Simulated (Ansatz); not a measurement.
## How far each method lies from full CI for SiH4⁺, quartet

All five atoms lie in one plane.

Geometry: that of the SiH4⁺, doublet, kept fixed. The doublet lies 4.5 eV lower here.

```xyz
5

Si    0.0000    0.0000    0.0000
H    -0.0112    1.0909    1.0838
H    -0.0168   -1.0838    1.0907
H     0.0168    1.0838   -1.0907
H     0.0112   -1.0909   -1.0838
```

Basis 6-31G; Ansatz 0.2.0. Correlated methods freeze the noble-gas cores, which leaves 7 electrons in 16 orbitals. R marks a restricted (for open shells ROHF) determinant, U an unrestricted one. Active spaces: valence = (7e, 8o) chosen from the atoms' valence shells.

Full CI is exact within this basis and frozen core; it isn't the basis-set limit. The frozen core follows each run's orbitals, which can shift R against U totals by a few meV.

For open shells CISD and CISDTQ are restricted-active-space CI with the open shells as a complete middle space.

* UHF ⟨S²⟩: 3.753
* T1 diagnostic (RCCSD): 0.0155
* largest doubles amplitude (RCCSD): 0.085
* T1 diagnostic (UCCSD): 0.0117

```
                   level  E − E(full CI) (kcal/mol)  share of correlation (%)  wall time
                     RHF                      39.85                      0.00          –
                     UHF                      38.85                      2.52          –
                    RMP2                      13.69                     65.65          –
                    UMP2                      13.75                     65.49          –
                    CISD                       1.27                     96.82      1.3 s
                   RCCSD                       0.70                     98.24          –
                   UCCSD                       0.69                     98.26          –
                RCCSD(T)                       0.25                     99.37     0.57 s
                UCCSD(T)                       0.25                     99.37     0.48 s
                 BCCD(T)                       0.24                     99.39     0.66 s
                  RCCSDT                       0.02                     99.94          –
                  UCCSDT                       0.02                     99.95          –
                  CISDTQ                       0.01                     99.98      4.5 s
               RCCSDT(Q)                       0.00                     99.99        3 s
               UCCSDT(Q)                       0.00                    100.00      2.5 s
                 RCCSDTQ                       0.00                    100.00       16 s
                 UCCSDTQ                       0.00                    100.01       14 s
  CASSCF (valence space)                       9.51                     76.14          –
  NEVPT2 (valence space)                       2.44                     93.88      1.5 s
  MRCISD (valence space)                       0.19                     99.51          –
MRCISD+Q (valence space)                       0.10                     99.76      2.1 s
```

The correlation energy at full CI, counted from RHF, is -1.728 eV. That run took 3 s on 1 thread of Intel Xeon Platinum 8259CL, shared host over 62,608 determinants.

Times hold each run's SCF and search for its determinant on a shared host, so for small cases they say little of a method's own cost; they ran on 1 thread of Intel Xeon Platinum 8259CL.

The full-CI state has the irrep B2g of D2h, in the program's axes (one component, if the state is degenerate).

Natural occupations of full CI about the gap: 1.960 1.952 1.002 0.999 0.997 0.047 0.022 0.008 0.004 0.003; effectively unpaired electrons, Σ n²(2−n)², 3.03.
